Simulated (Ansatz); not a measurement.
The input, for Ansatz 0.2.0:

```yaml
crystal:
  periodic: [false, false, false]
  atoms:
    - {symbol: B, position_ang: [0.000000, 0.000000, 0.000000]}
    - {symbol: C, position_ang: [0.000000, 0.000000, 3.351000]}
basis:
  gaussian: {orbitals: def2-SVPD}
magnetization: {spin_polarized: false, initial_magnetization: 1}
correlation: {method: ccsdt_q_b, electrons: outside_noble_gas}
```

```sh
$ ansatz run in.yaml --threads 1 --pin off --events-out ev --progress --plain --max-ram 2393MiB
```

Problem. Roughly how long does this take on 1 thread of Arm Neoverse V2, shared host, and how much host memory?

Solution. 43 s wall and 0.27 GiB.

```
693 factors; integrals over basis functions are off by at most 1.4e-7 eV
mean field evaluation 1: about -1686.0069 eV, gradient 1.3e1 eV
mean field evaluation 2: about -1686.0071 eV, gradient 1.3e1 eV
mean field evaluation 4: about -1685.1161 eV, gradient 2.1e1 eV
mean field evaluation 8: about -1688.5985 eV, gradient 1.1e0 eV
mean field evaluation 16: about -1686.6278 eV, gradient 1.5e1 eV
mean field evaluation 32: about -1687.9605 eV, gradient 3.0e-6 eV
mean field evaluation 64: about -1686.5720 eV, gradient 1.8e-6 eV
mean field evaluation 96: about -1688.6136 eV, gradient 6.4e-2 eV
mean field evaluation 128: about -1686.5790 eV, gradient 1.6e-1 eV
mean field evaluation 160: about -1688.3896 eV, gradient 2.0e0 eV
...
cycle  68  -6.98196211 eV  change   -2.9e-7 eV  update   4.1e-7
cycle  69  -6.98196216 eV  change   -5.4e-8 eV  update   4.6e-7
cycle  70  -6.98196215 eV  change    9.9e-9 eV  update   3.9e-7
cycle  71  -6.98196204 eV  change    1.1e-7 eV  update   2.4e-7
cycle  72  -6.98196197 eV  change    7.0e-8 eV  update   2.3e-7
cycle  73  -6.98196206 eV  change   -9.1e-8 eV  update   3.9e-7
cycle  74  -6.98196228 eV  change   -2.1e-7 eV  update   4.0e-7
cycle  75  -6.98196245 eV  change   -1.8e-7 eV  update   2.4e-7
cycle  76  -6.98196251 eV  change   -5.8e-8 eV  update   1.3e-7
cycle  77  -6.98196252 eV  change   -1.1e-8 eV  update   1.2e-7
perturbative correction -0.02723607 eV, -0.0010009070 hartree
WARN: these amplitudes may be one of several solutions (largest doubles amplitude 0.57, level shift 3.49 eV)
Total energy: -1694.96968827 eV, -62.2889871524 hartree
```
